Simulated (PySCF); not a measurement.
Species: isopentylamine, C5H13N.
Geometry (PBE0-D3(BJ)/def2-SVP, Å), atoms numbered from 1 in this order:
```xyz
19
C5H13N angstrom
C     -1.4573   -1.2969   -1.3265
C     -0.8243   -0.1300   -0.5766
C     -1.7631    0.3830    0.5115
C      0.5487   -0.5255   -0.0317
C      1.3589    0.6041    0.5838
N      2.7003    0.1521    0.9043
H     -1.6386   -2.1469   -0.6474
H     -2.4253   -1.0138   -1.7686
H     -0.8058   -1.6543   -2.1389
H     -0.6672    0.6906   -1.3022
H     -2.7508    0.6363    0.0955
H     -1.9176   -0.3858    1.2875
H     -1.3736    1.2842    1.0078
H      0.4171   -1.3300    0.7180
H      1.1560   -0.9641   -0.8411
H      1.4377    1.4230   -0.1533
H      0.8074    1.0274    1.4500
H      3.2430    0.9074    1.3171
H      2.6592   -0.5823    1.6096
```

Theory: PySCF, PBE0-D3(BJ)/def2-SVP geometry optimisation, gas phase.

Masses are those of the commonest isotopes; rigid-rotor values at the optimised geometry. The values belong to one conformer with, in the numbering `[CH3:1][CH:2]([CH3:3])[CH2:4][CH2:5][NH2:6]`, C1–C2–C4–C5 173°, C2–C4–C5–N6 -173°, C4–C5–N6–H 180° and -63°.

Problem. Give the principal moments of inertia and the rotational constants in MHz.

Solution. Ia = 74.45, Ib = 292.33, Ic = 339.89 u·Å²; 505379 MHz·u·Å²/I gives A = 6788, B = 1729, C = 1487 MHz.

Problem. What kind of rotor is it?

Solution. A near-prolate asymmetric top: κ = (2 × 1729 − 6788 − 1487)/(6788 − 1487) = -0.91.

Problem. Is it planar, by Δ = Ic − Ia − Ib?

Solution. Not planar: Δ = Ic − Ia − Ib = -26.89 u·Å². For a rigid frame Δ = −2 Σ m c², so Σ m c² = 13.44 u·Å² lies off the ab plane: 10.26 from hydrogen and 3.18 from heavier atoms. The atom farthest from that plane is 1.43 Å away.

Problem. Give the other two planar moments, Paa and Pbb, and the rms extents of the mass along the axes.

Solution. Paa = Σ m a² = (Ib + Ic − Ia)/2 = 278.88 and Pbb = Σ m b² = (Ia + Ic − Ib)/2 = 61.00 u·Å². With the mass M = 87.10 u, the rms extents √(P/M) along a, b and c are 1.79, 0.84, 0.39 Å.

Problem. Which lines would a microwave search look for?

Solution. The dipole components are |μa| = 0.18 D, |μb| = 1.12 D, |μc| = 0.50 D. The squared components, which scale the intensities, stand as 0.03 : 1.00 : 0.20 (a : b : c). Some lines, for components of 0.1 D or more:

```tsv
type	branch	J(Ka,Kc)	MHz	lower level (cm⁻¹)
a	R	3(2,2) ← 2(2,1)	9647	1.013
a	R	4(0,4) ← 3(0,3)	12779	0.642
a	R	4(2,3) ← 3(2,2)	12856	1.335
c	Q	2(2,1) ← 2(1,1)	15179	0.507
c	R	3(1,2) ← 2(0,2)	15556	0.322
a	R	5(2,4) ← 4(2,3)	16060	1.764
a	R	5(2,3) ← 4(2,2)	16226	1.768
a	R	5(1,4) ← 4(1,3)	16644	1.285
b	R	5(1,5) ← 4(0,4)	19514	1.068
b	Q	3(3,0) ← 3(2,1)	25866	1.336
b	Q	4(3,2) ← 4(2,3)	25931	1.764
b	R	4(2,3) ← 3(1,2)	27678	0.840
c	R	5(2,4) ← 4(1,4)	32826	1.204
c	R	4(3,1) ← 3(2,1)	38746	1.336
b	R	5(5,1) ← 4(4,0)	62705	3.838
b	R	5(5,0) ← 4(4,1)	62705	3.838
```

PBE0-D3(BJ)/def2-SVP frequencies: not computed here. These are rigid-rotor constants of the computed structure; measured ground-state constants (B0) also hold zero-point vibration. A rigid rotor knows nothing of inversion at nitrogen or internal rotation, which can split or shift real lines. Quadrupole hyperfine structure (14N) is left out.
